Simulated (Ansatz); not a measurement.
## How far each method lies from full CI for SiH2⁺, doublet

Geometry: that of the SiH2, triplet, kept fixed.

```xyz
3

Si    0.0000   -0.0507    0.0000
H     0.0000    0.7069   -1.2784
H     0.0000    0.7069    1.2784
```

Basis cc-pVDZ; Ansatz 0.2.0. Only valence electrons are correlated (noble-gas cores frozen), which leaves 5 electrons in 23 orbitals. R marks a restricted (for open shells ROHF) determinant, U an unrestricted one. Active spaces: valence = (5e, 6o) chosen from the atoms' valence shells.

Full CI is exact within this basis and frozen core; it isn't the basis-set limit. The frozen core follows each run's orbitals, which can shift R against U totals by a few meV.

For open shells CISD and CISDTQ are restricted-active-space CI with the open shells as a complete middle space.

The UHF ⟨S²⟩ is 0.755 and the T1 diagnostic (RCCSD) is 0.0203. The largest doubles amplitude (RCCSD) is 0.054 and the T1 diagnostic (UCCSD) is 0.0141.

| level | E − E(RHF) (eV) |
| --- | --- |
| UHF | -0.0435 |
| RMP2 | -1.7094 |
| UMP2 | -1.7152 |
| RCCSD | -2.2838 |
| UCCSD | -2.2852 |
| RCCSD(T) | -2.3224 |
| UCCSD(T) | -2.3228 |

Question: Estimate how far full CI in cc-pVDZ lies from RCCSD(T). The table doesn't fix it; the size of (T) and the diagnostics are the guide.

Answer: Full CI in cc-pVDZ lies 0.56 mEh below RCCSD(T), which is 39 % of the (T) step (-1.42 mEh). The diagnostics give no warning, yet the rest is a sizeable part of (T).

The other levels:

| level | E − E(full CI) (mEh) | share of correlation (%) | wall time |
| --- | --- | --- | --- |
| CISD | 3.72 | 95.67 | 0.39 s |
| BCCD(T) | 0.55 | 99.36 | 0.45 s |
| RCCSDT | 0.02 | 99.97 | – |
| UCCSDT | 0.01 | 99.99 | – |
| CISDTQ | 0.03 | 99.96 | 0.81 s |
| RCCSDT(Q) | 0.00 | 100.00 | 2 s |
| UCCSDT(Q) | -0.01 | 100.01 | 1.8 s |
| RCCSDTQ | 0.00 | 100.00 | 7.5 s |
| UCCSDTQ | -0.01 | 100.02 | 7 s |
| CASSCF (valence space) | 49.16 | 42.78 | – |
| NEVPT2 (valence space) | 15.70 | 81.72 | 0.27 s |
| MRCISD (valence space) | 1.48 | 98.28 | – |
| MRCISD+Q (valence space) | 0.09 | 99.90 | 0.57 s |
| MRCISD+Q(relaxed) (valence space) | -0.63 | 100.73 | 0.66 s |

The correlation energy at full CI, counted from RHF, is -2.338 eV. That run took 0.96 s on 1 thread of Arm Neoverse V2, shared host over 113,250 determinants.

Times hold each run's SCF and search for its determinant on a shared host, so for small cases they say little of a method's own cost; they ran on 1 thread of Arm Neoverse V2.

Not variational, and here over 5 meV under the exact energy: MRCISD+Q(relaxed) (valence space).

The full-CI state has the irrep A1 of C2v, in the program's axes.

Natural occupations of full CI about the gap: 1.953 1.946 0.990 0.026 0.021 0.020 0.009 0.008 0.006 0.005; effectively unpaired electrons, Σ n²(2−n)², 1.03.
